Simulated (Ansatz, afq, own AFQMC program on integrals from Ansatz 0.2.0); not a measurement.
Te, quintet in def2-SVP, levels against full CI

A free Te atom.

Basis def2-SVP with its core potentials. Only valence electrons are correlated. AFQMC by an in-house program on the Cholesky factors that Ansatz 0.2.0 writes for its CCSD(T) run. ph-AFQMC/CISD is guided by a CISD state made of CCSD amplitudes; releasing the constraint for a short imaginary time cuts its bias at the price of noise, slowly where states lie close. Uncertainties: one standard error, sampling alone. No spin–orbit coupling.

Determinant: ROHF, the one that the program's search chose, which needn't be the lowest solution.

Full CI on the same integrals is exact in this basis and with this determinant's frozen core.

Cautions: no spin-orbit coupling; inner d shell frozen; another spin lies lower (by 9.42 eV); in this basis the state lies above a state of the ion, a sign that the basis lacks the diffuse functions it needs, so its energy is an artefact of the basis; CCSDTQ on the UHF determinant differs (29 meV lower), by its state or its frozen core.

- T1 diagnostic: 0.0016
- weight of the determinant in the CISD state: 0.938
- size of the correlated space: 6 electrons in 17 orbitals

```tsv
level	correlation energy (eV)
MP2	-1.7758
CCSD	-2.1426
CCSD(T)	-2.1725
```

Task: Estimate where AFQMC with the constraint released lies against CCSD(T) on the same integrals.

Result: 1.0 ± 0.1 kJ/mol below CCSD(T).

Reference: full CI, correlation energy -2.185 eV. The released energy is read at 2.40 1/Eh (meV from the phaseless value at times in 1/Eh: 0.7 ± 2.0 at 0.24, -1.3 ± 1.5 at 0.51, -1.9 ± 1.4 at 0.99, -0.4 ± 1.3 at 1.62, 1.1 ± 1.4 at 2.40).

```tsv
level	E − E(reference) (kJ/mol)	share of correlation (%)
CCSD(T)	1.2	99.42
CCSDT	0.6	99.71
CCSDT(Q)	0.1	99.94
CCSDTQ	0.0	99.99
ph-AFQMC/HF	2.4 ± 2.1	98.87
ph-AFQMC/CISD	0.1 ± 0.2	99.97
released AFQMC	0.2 ± 0.1	99.92
```

CCSDT and higher add their correlation energy to the determinant of the CCSD(T) run, since their own runs factorise the integrals more tightly (a shift of under 2 meV). A walk keeps the symmetry of its determinant, which the program's search chose and which needn't be the lowest solution, so a lower state of the same spin and another symmetry isn't excluded. Released energies are given only where the last usable release times agree within the noise; a slower fall can still hide under it.
